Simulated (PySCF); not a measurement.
## Working out the ionisation energy of Ne

Ne [Ne] (1S) → Ne⁺ [He] 2s2 2p5 (2P). Computed with PySCF 2.14 in x2c-SVPall (3s2p1d, 14 functions), with the spin-free X2C one-electron Hamiltonian (Gaussian nucleus). Frozen: 1s2. Energies in hartree (1 hartree = 27.21139 eV):

| part | Ne (lower) | Ne⁺ (upper) |
| --- | --- | --- |
| UHF | -128.512027 | -127.784751 |
| CCSD correlation | -0.187537 | -0.140861 |
| (T) | -0.001030 | -0.001056 |

Q: What does Hartree-Fock give?

A: (-127.784751) − (-128.512027) = 0.727276 hartree = 19.790 eV.

Q: What do CCSD and CCSD(T) give?

A: The CCSD correlation energies differ by 0.046676 hartree = 1.270 eV and the triples by -0.000026 hartree = -0.001 eV, so CCSD gives 21.060 eV and CCSD(T) 21.059 eV.

Measured between the centres of the two terms (NIST): 21.597 eV, so CCSD(T) (valence) is off by -0.538 eV.

A double-zeta basis recovers only part of the correlation energy.

What remains against the reference includes basis incompleteness, the frozen core and higher excitations.
